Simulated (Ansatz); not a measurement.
# AlBH₃ radical: an energy map over bond length B1–Al2 and bond length Al2–H5

Aim: map the energy of AlBH₃, SMILES [BH2][AlH], spin multiplicity 2 over two coordinates, and find its wells, ridges and stiffness.

Method: UKS SPW92 (LDA)/def2-TZVP; program: Ansatz 0.2.0.

## Step 1: The starting structure

5 atoms, charge 0, spin multiplicity 2.

Atoms are counted from 1 here; the program's logs count them from 0.

Bond lengths: B1–Al2 2.006 Å, B1–H3 1.218 Å, B1–H4 1.218 Å, Al2–H5 1.604 Å. Angles: Al2–B1–H3 119.5°, Al2–B1–H4 119.3°, H3–B1–H4 121.3°, B1–Al2–H5 179.9°.

As a file:

```xyz
5

B    -0.23440   -0.83405    0.17607
Al    0.29252    1.05853   -0.22720
H    -1.28702   -1.05420    0.74711
H     0.51280   -1.74086   -0.14387
H     0.71609    2.57059   -0.55211
```

This geometry comes from a loose relaxation at PBE in a small basis, which is not shown.

## Step 2: Geometry optimisation

File input.yaml:

```yaml
crystal:
  periodic: [false, false, false]
  atoms:
    - { symbol: B, position_ang: [-0.234399, -0.834055, 0.176069] }
    - { symbol: Al, position_ang: [0.292523, 1.058534, -0.227203] }
    - { symbol: H, position_ang: [-1.287024, -1.054202, 0.747107] }
    - { symbol: H, position_ang: [0.512798, -1.740861, -0.143872] }
    - { symbol: H, position_ang: [0.716091, 2.570594, -0.552111] }
magnetization:
  spin_polarized: true
  initial_magnetization: 1
basis:
  gaussian: { orbitals: def2-TZVP }
hamiltonian:
  xc: lda
output:
  forces: true
relax:
  f_tol: 0.003
  max_steps: 120
```

Run with:

```sh
$ ansatz run input.yaml --threads 1 --pin off --max-ram 2560MiB --backend cpu --events-out ev --progress --plain --runs-dir out
```

What it wrote, shortened:

```text
Warning: RAYON_NUM_THREADS=1 ignored (pool sized by the plan → 1); use --threads N
[...]
Functional definition: SPW92
[...]
560 factors; their error is unknown
[...]
mean field -7282.45876254 eV, -267.6254232956 hartree, gradient 3.4e-5 eV, S^2 0.751725; 1 other end points of the search recorded, 0 dependent functions left out
[...]
reference -7282.45879935 eV, -267.6254246481 hartree; 11, 10 occupied and 75, 76 virtual orbitals, 560 factors
relax step   1: F+E_penalty+E_count = -7282.45876254 eV  Δ(F+E_penalty+E_count) = +0.000e0 eV  max|allowed force component| = 2.486e-1 eV/Å  Δτ_max = 0.0000 Å  (41 SCF iters, accepted)
[...]
relax step   4: F+E_penalty+E_count = -7282.46647462 eV  Δ(F+E_penalty+E_count) = -2.342e-6 eV  max|allowed force component| = 5.777e-3 eV/Å  Δτ_max = 0.0024 Å  (23 SCF iters, accepted)
[...]
relax step   5: F+E_penalty+E_count = -7282.46648134 eV  Δ(F+E_penalty+E_count) = -6.719e-6 eV  max|allowed force component| = 1.694e-4 eV/Å  Δτ_max = 0.0014 Å  (21 SCF iters, accepted)
560 factors; their error is unknown
[...]
mean field -7282.46648134 eV, -267.6257069560 hartree, gradient 1.9e-5 eV, S^2 0.751700; 2 other end points of the search recorded, 0 dependent functions left out
[...]
reference -7282.46651802 eV, -267.6257083041 hartree; 11, 10 occupied and 75, 76 virtual orbitals, 560 factors
Total energy: -7282.46651802 eV, -267.6257083041 hartree
Atom 0 at    -0.229931    -0.827653     0.177758 Å, force    -0.000036     0.000139    -0.000056 eV/Å
Atom 1 at     0.289301     1.041991    -0.223546 Å, force    -0.000016    -0.000169    -0.000068 eV/Å
Atom 2 at    -1.275824    -1.039805     0.738173 Å, force    -0.000047     0.000116     0.000061 eV/Å
Atom 3 at     0.508232    -1.724373    -0.144717 Å, force     0.000137    -0.000086    -0.000021 eV/Å
Atom 4 at     0.708211     2.549850    -0.547677 Å, force    -0.000038     0.000001     0.000083 eV/Å
Dipole moment:     0.120402     0.433654    -0.093046 e Å
```

Wall time 7.2 s (1 thread of Arm Neoverse V2, shared host); peak memory 0.12 GiB.

Along the way:

```
step  energy from step 1 (eV)  largest force component (eV/Å)
   1                   0.0000                          0.2486
   2                  -0.0070                          0.0879
   3                  -0.0077                          0.0131
   4                  -0.0077                          0.0058
   5                  -0.0077                          0.0002
```

Distances of close pairs at the start and the end, largest changes first:

```
  bond  before (Å)  after (Å)  change (Å)
B1–Al2       2.006      1.981      -0.024
 B1–H4       1.218      1.205      -0.012
 B1–H3       1.218      1.205      -0.012
Al2–H5       1.604      1.598      -0.005
```

## Step 3: The grid

The axes are (1) bond length B1–Al2: 15 values from 1.625 to 2.972 Å; (2) bond length Al2–H5: 15 values from 1.406 to 1.998 Å.

Nothing else is relaxed (all other coordinates rigid). Energies count from the relaxed molecule at the same level. Points are written as (first, second).

Below, 3 of the grid's runs; all are launched alike.

## Step 4: Grid point (2.202 Å, 1.998 Å)

File input.yaml:

```yaml
crystal:
  periodic: [false, false, false]
  atoms:
    - { symbol: B, position_ang: [-0.229931, -0.827653, 0.177758] }
    - { symbol: Al, position_ang: [0.34709, 1.250077, -0.268211] }
    - { symbol: H, position_ang: [-1.275824, -1.039805, 0.738173] }
    - { symbol: H, position_ang: [0.508232, -1.724373, -0.144717] }
    - { symbol: H, position_ang: [0.870799, 3.135158, -0.673429] }
magnetization:
  spin_polarized: true
  initial_magnetization: 1
basis:
  gaussian: { orbitals: def2-TZVP }
hamiltonian:
  xc: lda
output:
  forces: true
```

Run with:

```sh
$ ansatz run input.yaml --threads 1 --pin off --max-ram 2560MiB --backend cpu --events-out ev --progress --plain --runs-dir out
```

What it wrote, shortened:

```text
Warning: RAYON_NUM_THREADS=1 ignored (pool sized by the plan → 1); use --threads N
[...]
[... 1 set-up line as earlier in the session ...]
[...]
560 factors; their error is unknown
[...]
mean field -7281.62479066 eV, -267.5947753943 hartree, gradient 1.4e-5 eV, S^2 0.752717; 2 other end points of the search recorded, 0 dependent functions left out
[...]
reference -7281.62482765 eV, -267.5947767535 hartree; 11, 10 occupied and 75, 76 virtual orbitals, 560 factors
Total energy: -7281.62482765 eV, -267.5947767535 hartree
Atom 0 at    -0.229931    -0.827653     0.177758 Å, force     0.359931     1.295754    -0.278461 eV/Å
Atom 1 at     0.347090     1.250077    -0.268211 Å, force     0.091043     0.326904    -0.070748 eV/Å
Atom 2 at    -1.275824    -1.039805     0.738173 Å, force    -0.005346     0.287541    -0.017170 eV/Å
Atom 3 at     0.508232    -1.724373    -0.144717 Å, force     0.148543     0.228306    -0.093314 eV/Å
Atom 4 at     0.870799     3.135158    -0.673429 Å, force    -0.594172    -2.138506     0.459692 eV/Å
Dipole moment:     0.082769     0.298200    -0.063961 e Å
```

Run time: 1.6 s. Hardware: 1 thread of Arm Neoverse V2, shared host; peak memory 0.12 GiB.

Energy on the map's scale: 81 kJ/mol.

## Step 5: The run at (1.721 Å, 1.533 Å)

File input.yaml:

```yaml
crystal:
  periodic: [false, false, false]
  atoms:
    - { symbol: B, position_ang: [-0.229931, -0.827653, 0.177758] }
    - { symbol: Al, position_ang: [0.221047, 0.796222, -0.170794] }
    - { symbol: H, position_ang: [-1.275824, -1.039805, 0.738173] }
    - { symbol: H, position_ang: [0.508232, -1.724373, -0.144717] }
    - { symbol: H, position_ang: [0.622872, 2.242583, -0.481705] }
magnetization:
  spin_polarized: true
  initial_magnetization: 1
basis:
  gaussian: { orbitals: def2-TZVP }
hamiltonian:
  xc: lda
output:
  forces: true
```

Run with:

```sh
$ ansatz run input.yaml --threads 1 --pin off --max-ram 2560MiB --backend cpu --events-out ev --progress --plain --runs-dir out
```

What it wrote, shortened:

```text
Warning: RAYON_NUM_THREADS=1 ignored (pool sized by the plan → 1); use --threads N
[...]
[... 1 set-up line as earlier in the session ...]
[...]
560 factors; their error is unknown
[...]
mean field -7281.75297260 eV, -267.5994859936 hartree, gradient 2.6e-5 eV, S^2 0.751704; 0 other end points of the search recorded, 0 dependent functions left out
[...]
reference -7281.75300889 eV, -267.5994873272 hartree; 11, 10 occupied and 75, 76 virtual orbitals, 560 factors
Total energy: -7281.75300889 eV, -267.5994873272 hartree
Atom 0 at    -0.229931    -0.827653     0.177758 Å, force    -1.525366    -5.491185     1.178946 eV/Å
Atom 1 at     0.221047     0.796222    -0.170794 Å, force     1.390952     5.008496    -1.075074 eV/Å
Atom 2 at    -1.275824    -1.039805     0.738173 Å, force     0.020135    -0.241082     0.006326 eV/Å
Atom 3 at     0.508232    -1.724373    -0.144717 Å, force    -0.137007    -0.180759     0.084090 eV/Å
Atom 4 at     0.622872     2.242583    -0.481705 Å, force     0.251287     0.904530    -0.194288 eV/Å
Dipole moment:     0.115091     0.414481    -0.088917 e Å
```

It took 1.1 s on 1 thread of Arm Neoverse V2, shared host; peak memory 0.12 GiB.

That is 69 kJ/mol from the zero.

## Step 6: The run at (2.010 Å, 1.618 Å)

File input.yaml:

```yaml
crystal:
  periodic: [false, false, false]
  atoms:
    - { symbol: B, position_ang: [-0.229931, -0.827653, 0.177758] }
    - { symbol: Al, position_ang: [0.296777, 1.068913, -0.229325] }
    - { symbol: H, position_ang: [-1.275824, -1.039805, 0.738173] }
    - { symbol: H, position_ang: [0.508232, -1.724373, -0.144717] }
    - { symbol: H, position_ang: [0.720882, 2.59547, -0.557475] }
magnetization:
  spin_polarized: true
  initial_magnetization: 1
basis:
  gaussian: { orbitals: def2-TZVP }
hamiltonian:
  xc: lda
output:
  forces: true
```

Run with:

```sh
$ ansatz run input.yaml --threads 1 --pin off --max-ram 2560MiB --backend cpu --events-out ev --progress --plain --runs-dir out
```

What it wrote, shortened:

```text
Warning: RAYON_NUM_THREADS=1 ignored (pool sized by the plan → 1); use --threads N
[...]
[... 1 set-up line as earlier in the session ...]
[...]
560 factors; their error is unknown
[...]
mean field -7282.45867117 eV, -267.6254199377 hartree, gradient 1.9e-5 eV, S^2 0.751717; 1 other end points of the search recorded, 0 dependent functions left out
[...]
reference -7282.45870792 eV, -267.6254212884 hartree; 11, 10 occupied and 75, 76 virtual orbitals, 560 factors
Total energy: -7282.45870792 eV, -267.6254212884 hartree
Atom 0 at    -0.229931    -0.827653     0.177758 Å, force     0.083327     0.300268    -0.064502 eV/Å
Atom 1 at     0.296777     1.068913    -0.229325 Å, force    -0.037163    -0.134002     0.028611 eV/Å
Atom 2 at    -1.275824    -1.039805     0.738173 Å, force    -0.000116     0.029990    -0.001983 eV/Å
Atom 3 at     0.508232    -1.724373    -0.144717 Å, force     0.015177     0.023972    -0.009541 eV/Å
Atom 4 at     0.720882     2.595470    -0.557475 Å, force    -0.061225    -0.220228     0.047415 eV/Å
Dipole moment:     0.119112     0.429015    -0.092051 e Å
```

Run time: 2 s. Hardware: 1 thread of Arm Neoverse V2, shared host; peak memory 0.11 GiB.

Energy on the map's scale: 0.8 kJ/mol.

## Step 7: All points together

225 points were computed. Energies in kJ/mol, from the relaxed molecule at the same level:

| bond length Al2–H5 (Å) ↓, bond length B1–Al2 (Å) → | 1.625 | 1.721 | 1.817 | 1.914 | 2.010 | 2.106 | 2.202 | 2.299 | 2.395 | 2.491 | 2.587 | 2.683 | 2.780 | 2.876 | 2.972 |
| --- | --- | --- | --- | --- | --- | --- | --- | --- | --- | --- | --- | --- | --- | --- | --- |
| 1.998 | 198 | 123 | 80 | 61 | 58 | 66 | 81 | 101 | 124 | 147 | 171 | 195 | 219 | 241 | 261 |
| 1.955 | 189 | 113 | 71 | 52 | 49 | 57 | 72 | 92 | 115 | 138 | 163 | 187 | 210 | 232 | 253 |
| 1.913 | 180 | 105 | 62 | 43 | 40 | 48 | 63 | 83 | 106 | 130 | 155 | 179 | 202 | 225 | 246 |
| 1.871 | 172 | 96 | 54 | 35 | 32 | 40 | 55 | 75 | 98 | 122 | 147 | 171 | 195 | 218 | 239 |
| 1.829 | 164 | 89 | 46 | 27 | 24 | 32 | 48 | 68 | 91 | 115 | 140 | 164 | 188 | 211 | 232 |
| 1.787 | 158 | 82 | 39 | 20 | 17 | 25 | 41 | 61 | 84 | 109 | 133 | 158 | 182 | 205 | 227 |
| 1.744 | 152 | 76 | 33 | 14 | 11 | 19 | 35 | 55 | 78 | 103 | 128 | 153 | 177 | 200 | 222 |
| 1.702 | 147 | 71 | 28 | 9 | 6 | 14 | 30 | 51 | 74 | 98 | 123 | 148 | 173 | 196 | 218 |
| 1.660 | 144 | 68 | 25 | 5 | 3 | 11 | 27 | 47 | 71 | 95 | 120 | 145 | 170 | 193 | 215 |
| 1.618 | 142 | 66 | 23 | 4 | 1 | 9 | 25 | 46 | 69 | 94 | 119 | 144 | 169 | 192 | 215 |
| 1.575 | 143 | 66 | 23 | 4 | 1 | 9 | 25 | 46 | 69 | 94 | 120 | 145 | 170 | 193 | 216 |
| 1.533 | 146 | 69 | 26 | 6 | 3 | 12 | 27 | 48 | 72 | 97 | 122 | 148 | 173 | 196 | 219 |
| 1.491 | 151 | 74 | 31 | 11 | 8 | 17 | 33 | 54 | 77 | 102 | 128 | 153 | 178 | 202 | 225 |
| 1.449 | 160 | 83 | 39 | 20 | 17 | 25 | 41 | 62 | 86 | 111 | 136 | 162 | 187 | 211 | 234 |
| 1.406 | 173 | 95 | 52 | 32 | 29 | 38 | 53 | 74 | 98 | 123 | 149 | 175 | 200 | 224 | 247 |

On the same grid, largest force on an atom (eV/Å):

```csv
"bond length Al2–H5 (Å) ↓, bond length B1–Al2 (Å) →",1.625,1.721,1.817,1.914,2.010,2.106,2.202,2.299,2.395,2.491,2.587,2.683,2.780,2.876,2.972
1.998,12.7,8.5,5.5,3.4,2.3,2.3,2.3,2.2,2.2,2.2,2.1,2.1,2.1,2.0,2.0
1.955,12.6,8.4,5.4,3.3,2.2,2.2,2.2,2.2,2.1,2.1,2.1,2.0,2.0,1.9,1.9
1.913,12.5,8.3,5.3,3.2,2.1,2.1,2.1,2.1,2.0,2.0,2.0,1.9,1.9,1.8,1.8
1.871,12.3,8.1,5.2,3.1,2.0,2.0,1.9,1.9,1.9,1.9,1.8,1.8,1.8,1.7,1.7
1.829,12.2,8.0,5.0,2.9,1.8,1.8,1.8,1.8,1.8,1.7,1.7,1.6,1.6,1.6,1.5
1.787,12.0,7.8,4.8,2.7,1.6,1.6,1.6,1.7,1.8,1.8,1.6,1.4,1.4,1.4,1.3
1.744,11.7,7.5,4.5,2.4,1.3,1.3,1.5,1.8,1.8,1.8,1.7,1.5,1.4,1.3,1.2
1.702,11.4,7.2,4.2,2.1,1.0,1.1,1.6,1.8,1.9,1.8,1.8,1.8,1.7,1.6,1.5
1.660,11.1,6.9,3.9,1.7,0.7,1.1,1.6,1.8,2.0,2.1,2.2,2.1,2.1,2.0,1.9
1.618,10.7,6.4,3.4,1.3,0.3,1.1,1.8,2.2,2.4,2.6,2.6,2.6,2.5,2.4,2.3
1.575,10.2,5.9,2.9,1.0,0.7,1.7,2.3,2.7,3.0,3.1,3.1,3.1,3.1,3.0,2.9
1.533,10.0,5.8,2.9,0.9,1.3,2.3,2.9,3.4,3.6,3.7,3.8,3.7,3.7,3.6,3.5
1.491,10.0,5.8,2.9,1.6,2.0,3.0,3.7,4.1,4.3,4.5,4.5,4.5,4.4,4.3,4.2
1.449,10.0,5.8,2.9,2.5,2.9,3.9,4.5,4.9,5.2,5.3,5.4,5.3,5.3,5.2,5.1
1.406,10.0,5.8,3.6,3.5,3.9,4.9,5.6,6.0,6.2,6.3,6.4,6.4,6.3,6.2,6.1
```

## Step 8: Outcome

```
                       quantity                                                                             value
                   lowest point                                                    (2.010 Å, 1.618 Å), 0.8 kJ/mol
         highest computed point                                   (2.972 Å, 1.998 Å), 261 kJ/mol above the lowest
largest force on an atom (eV/Å)  0.3 at (2.010 Å, 1.618 Å) to 12.7 at (1.625 Å, 1.998 Å); 0.3 at the lowest point
        time for the whole task                                                  6.5 min on 1 thread, shared host
```

In words: The lowest computed point is at (2.010 Å, 1.618 Å), 0.8 kJ/mol from the relaxed molecule at the same level. No other kind of well shows on this grid. The highest computed point, (2.972 Å, 1.998 Å), lies 261 kJ/mol above the lowest. Round the minimum the two coordinates are nearly uncoupled.
